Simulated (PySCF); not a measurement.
# OH− (SMILES [OH-]) at 6 levels

Aim: a comparison of 6 runs (B2PLYP/6-31G*, B3LYP/6-31G*, M06-2X/6-31G*, wB97X-V/6-31G*, NEVPT2(8,5)/6-31G*, QCISD(T)/6-31G*) of OH−. 

Program for the calculation: PySCF 2.14.0.

3 further runs of the same task are left out: 3 set aside as unsound or not needed.

### Step 1. The molecule

OH− has 2 atoms, charge -1, and is taken as a singlet. SMILES: `[OH-]`. The O1–H2 distance was set to 2.120 Å, away from the relaxed value.

### Step 2. The energy at B2PLYP/6-31G(d) (spherical functions) (run 1)

File input.py:

```python
from pyscf import gto, dft, mp

mol = gto.Mole()
mol.atom = [
    ('O', (1.400113, -0.448118, 0.722496)),
    ('H', (-0.411800, 0.131800, -0.212500)),
]
mol.basis = '6-31g*'
mol.verbose = 3
mol.charge = -1
mol.max_memory = 1860
mol.build()

mf = dft.RKS(mol)
mf.xc = '0.53*HF + 0.47*B88, 0.73*LYP'
mf.grids.level = 5
mf.conv_tol = 1e-10
mf.kernel()
if not mf.converged:
    mf = mf.newton().run(mf.mo_coeff, mf.mo_occ)

pt = mp.MP2(mf, frozen=1).run()
e_final = mf.e_tot + 0.27 * pt.e_corr
print('PT2 part  %.8f' % (0.27 * pt.e_corr))
print(f'total energy: {e_final:.8f} hartree')
```

Launch:

```bash
$ OMP_NUM_THREADS=1 python input.py
```

Log:

```text
converged SCF energy = -75.435418253428
E(RMP2) = -75.6874111479906  E_corr = -0.251992894562584
E(SCS-RMP2) = -75.6939280405178  E_corr = -0.258509787089878
PT2 part  -0.06803808
total energy: -75.50345633 hartree
```

Wall time 1.2 s (1 thread of Arm Neoverse V1, shared host); peak memory 0.16 GiB.

### Step 3. The energy at B3LYP/6-31G(d) (spherical functions) (run 2)

File calc.py:

```python
from pyscf import gto, dft

mol = gto.M(
    atom='O 1.400113 -0.448118 0.722496; H -0.411800 0.131800 -0.212500',
    basis='6-31g*',
    spin=0,
    max_memory=1860,
    verbose=3,
    charge=-1,
)

calc0 = dft.RKS(mol, xc='b3lyp')
calc0.conv_tol = 1e-10
calc0.grids.level = 5
calc0.kernel()
if not calc0.converged:
    calc0 = calc0.newton().run(calc0.mo_coeff, calc0.mo_occ)

e_final = calc0.e_tot
print('E(%s) = %.9f' % ('B3LYP', e_final))
```

Launch:

```bash
$ OMP_NUM_THREADS=1 python calc.py
```

Log:

```text
converged SCF energy = -75.5801855875728
E(B3LYP) = -75.580185588
```

Run time: 1.3 s. Hardware: 1 thread of Arm Neoverse V1, shared host; peak memory 0.15 GiB.

Runs 3 to 5 aren't shown in full; the table further down has their settings and results.

### Step 4. A single-point energy at QCISD(T)/6-31G(d) (spherical functions) (run 6)

File mol.xyz:

```xyz
2

O      1.400113    -0.448118     0.722496
H     -0.411800     0.131800    -0.212500
```

File input.py:

```python
from pyscf import gto, scf, cc

molecule = gto.M(
    atom='mol.xyz',
    basis='6-31g*',
    verbose=4,
    charge=-1,
    max_memory=1860,
)

myscf = scf.RHF(molecule)
myscf.conv_tol = 1e-10
myscf.kernel()
if not myscf.converged:
    myscf = myscf.newton().run(myscf.mo_coeff, myscf.mo_occ)

mycc = cc.QCISD(myscf, frozen=1)
mycc.kernel()
e_t = mycc.qcisd_t()
etot = mycc.e_tot + e_t
print('E(%s) = %.9f' % ('QCISD(T)', etot))
```

Launch:

```bash
$ OMP_NUM_THREADS=1 python input.py
```

Log:

```text
PySCF version 2.14.0

[INPUT] num. atoms = 2
[INPUT] num. electrons = 10
[INPUT] charge = -1
[INPUT] spin (= nelec alpha-beta = 2S) = 0
[INPUT] symmetry False subgroup None
[INPUT] Mole.unit = angstrom
[INPUT] Symbol           X                Y                Z      unit          X                Y                Z       unit  Magmom
[INPUT]  1 O      1.400113000000  -0.448118000000   0.722496000000 AA    2.645830113443  -0.846820291488   1.365319566094 Bohr   0.0
[INPUT]  2 H     -0.411800000000   0.131800000000  -0.212500000000 AA   -0.778189218096   0.249065903218  -0.401566801470 Bohr   0.0

nuclear repulsion = 1.99708374269201
number of shells = 8
number of NR pGTOs = 31
number of NR cGTOs = 16
basis = 6-31g*
ecp = {}

[... 39 lines left out ...]
converged SCF energy = -75.1662398814355
[... 11 lines left out ...]
Init t2, MP2 energy = -75.341052902793  E_corr(MP2) -0.174813021357497
[... 14 lines left out ...]
QCISD converged
[... 2 lines left out ...]
E(QCISD(T)) = -75.397042246
```

Wall time 0.72 s (1 thread of Arm Neoverse V1, shared host); peak memory 0.1 GiB.

### Step 5. All runs side by side

```tsv
run	level	frozen core orbitals	nlc grid	energy (Eh)	HOMO energy (eV)	LUMO energy (eV)	HOMO–LUMO gap (eV)	wall time
1	B2PLYP/6-31G* (spherical functions)	1	–	-75.503456	-0.21	6.47	6.68	1.2 s
2	B3LYP/6-31G* (spherical functions)	–	–	-75.580186	1.86	4.69	2.83	1.3 s
3	M06-2X/6-31G* (spherical functions)	–	–	-75.528429	-0.43	6.02	6.44	1.6 s
4	wB97X-V/6-31G* (spherical functions)	–	1	-75.536353	-1.40	7.15	8.55	3.6 s
5	NEVPT2(8,5)/6-31G* (spherical functions)	–	–	-75.369527	-1.32	9.24	10.56	1.2 s
6	QCISD(T)/6-31G* (spherical functions)	1	–	-75.397042	-1.32	9.24	10.56	0.72 s
```

### Step 6. Summary of results

| quantity | value |
| --- | --- |
| run 6: total energy | -75.39704 Eh |
| run 6: HOMO energy (Hartree–Fock orbitals) | -1.32 eV |
| run 6: LUMO energy (Hartree–Fock orbitals) | 9.24 eV |
| run 6: HOMO–LUMO gap (to an unbound level, set by the basis) | 10.56 eV |
| run 6: correlation energy (1 core orbital frozen) | -230.8 mEh |
| run 6: (T) correction | -7.53 mEh |
| run 6: T1 diagnostic | 0.102 |

What this shows: Over runs 1, 2, 3, 4 the HOMO–LUMO gap runs from 2.83 eV (B3LYP/6-31G*) to 8.55 eV (wB97X-V/6-31G*). The empty levels of an anion lie above zero and hang on the basis. Totals of different functionals can't be ranked against each other. In run 2 the HOMO lies above zero, so the outermost electron may be held by the basis alone. In run 6 the T1 diagnostic is large, so a single reference may not serve. All runs together took 9.7 s, the longest 3.6 s.
